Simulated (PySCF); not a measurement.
# Property card for `CC1CCCC1` (methylcyclopentane)

Compound: methylcyclopentane, C6H12.
Z-matrix (Å and degrees, PBE0-D3(BJ)/def2-TZVP geometry), rows numbered from 1:
```
C 
C   1  1.5167
C   2  1.5469  1  113.81
C   3  1.5392  2  106.51  1   134.96
C   4  1.5274  3  104.77  2    15.89
C   5  1.5210  4  102.79  3   -35.76
H   1  1.0932  2  111.49  3    60.79
H   1  1.0945  2  110.51  3   -58.96
H   1  1.0937  2  111.53  3  -178.77
H   2  1.0962  1  108.24  3  -120.50
H   3  1.0923  2  110.66  1  -103.97
H   3  1.0933  2  110.77  1    13.84
H   4  1.0937  3  110.04  2  -101.40
H   4  1.0918  3  112.83  2   139.29
H   5  1.0957  4  110.10  3    81.03
H   5  1.0923  4  113.18  3  -158.81
H   6  1.0972  2  109.47  1   -40.09
H   6  1.0927  2  112.70  1    79.25
```

From PBE0-D3(BJ)/def2-TZVP geometry optimisation, gas phase (PySCF):

* Point group: C1
* Rotational constants A, B, C: 6.137, 3.009, 2.285 GHz

From B97-2/pcSseg-2 ground state and GIAO shieldings, non-relativistic (PySCF):

- Dipole moment: 0.11 D
- HOMO energy: -8.33 eV
- LUMO energy: 0.66 eV
- HOMO–LUMO gap: 8.99 eV
- 13C chemical shifts (computed TMS as zero) by class: 39.1 (C2), 38.3 (C3/C6), 31.7 (C4/C5), 24.0 (C1) ppm
- 1H chemical shifts (computed TMS as zero) by class: 1.97 (H10), 1.85 (H11/H18), 1.65 (H13/H16), 1.60 (H14/H15), 1.09 (H12/H17), 1.05 (H7/H8/H9) ppm

Monoisotopic mass from the formula: 84.0939 u.

The rotational constants make it an asymmetric top with κ = (2B − A − C)/(A − C) = -0.62, nearer the prolate limit (−1). The dipole equals about 0.4 × 10⁻³⁰ C·m (1 D = 3.33564 × 10⁻³⁰ C·m). A dipole of 0.11 D is allowed in C1, and pure rotational transitions are dipole-allowed. With B = h/(8π²I), that is 505.379 GHz u Å² over I, the principal moments of inertia are 82.3, 167.9 and 221.2 u Å² (most abundant isotopes).

One conformer (not necessarily the lowest) at the PBE0-D3(BJ)/def2-TZVP geometry, without solvent or vibrations. NMR classes are plain means over equivalent atoms (diastereotopic ones count apart unless rotation or inversion swaps them), as if these changed places fast; in this geometry the members of some classes differ.
